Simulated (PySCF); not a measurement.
Where the electron goes

CCl₂ (singlet state).
Geometry (PBE0-D3(BJ)/def2-TZVP, Å), atoms numbered from 1 in this order:
```xyz
3
CCl2 angstrom
Cl    -1.4046   -0.4183   -0.0402
C     -0.0294    0.5945   -0.0606
Cl     1.3838   -0.3648   -0.0618
```

Level of theory: TDDFT CAM-B3LYP/aug-cc-pVTZ, vertical, gas phase, core orbitals frozen in the response in PySCF. Isolated species at its PBE0-D3(BJ)/def2-TZVP geometry, gas phase.

Frontier orbitals with the atoms that hold most of them (Löwdin shares over 4%, at most four atoms; ? is withheld):

```json
{"orbital": "HOMO-3", "ε (eV)": "-13.39", "atoms": "Cl1 35%, Cl3 35%, C2 30%"}
{"orbital": "HOMO-2", "ε (eV)": "-11.47", "atoms": "Cl3 42%, Cl1 42%, C2 17%"}
{"orbital": "HOMO-1", "ε (eV)": "-10.90", "atoms": "?"}
{"orbital": "HOMO", "ε (eV)": "-8.97", "atoms": "?"}
{"orbital": "LUMO", "ε (eV)": "-2.18", "atoms": "C2 58%, Cl1 21%, Cl3 21%"}
{"orbital": "LUMO+1", "ε (eV)": "0.69", "atoms": "Cl3 34%, Cl1 34%, C2 32%"}
{"orbital": "LUMO+2", "ε (eV)": "1.00", "atoms": "C2 51%, Cl3 25%, Cl1 24%"}
```

(1) Which atoms hold the HOMO, and with what shares?

(2) Which atoms hold the HOMO-1, and with what shares?

(3) How does S1 compare with the orbital gap of 6.79 eV?

(4) Give energy, strength and leading configuration of S1, S2 and S3, and follow the Löwdin shares of the leading atoms from the occupied to the empty orbital.

Results:

(1) C2 (bonded to 2 Cl) 58%; Cl3 (bonded to C) 21%; Cl1 (bonded to C) 21%. By element: carbon 58%, chlorine 42%.

(2) Cl3 (bonded to C) 42%; Cl1 (bonded to C) 42%; C2 (bonded to 2 Cl) 15%. By element: chlorine 85%, carbon 15%.

(3) S1 is at 2.36 eV (f = 0.0019), 4.43 eV below the gap, made of HOMO→LUMO (100%). Without the coupling terms of the response equations the lowest excitation would equal the gap.

(4) 
- S1 (2.36 eV, f 0.0019), HOMO→LUMO (100%): C2 58% → 58%, Cl3 21% → 21%, Cl1 21% → 21%
- S2 (4.45 eV, f 0.0000), HOMO-1→LUMO (100%): Cl3 42% → 21%, Cl1 42% → 21%, C2 15% → 58%
- S3 (5.75 eV, f 0.071), HOMO-2→LUMO (90%): Cl3 42% → 21%, Cl1 42% → 21%, C2 17% → 58%
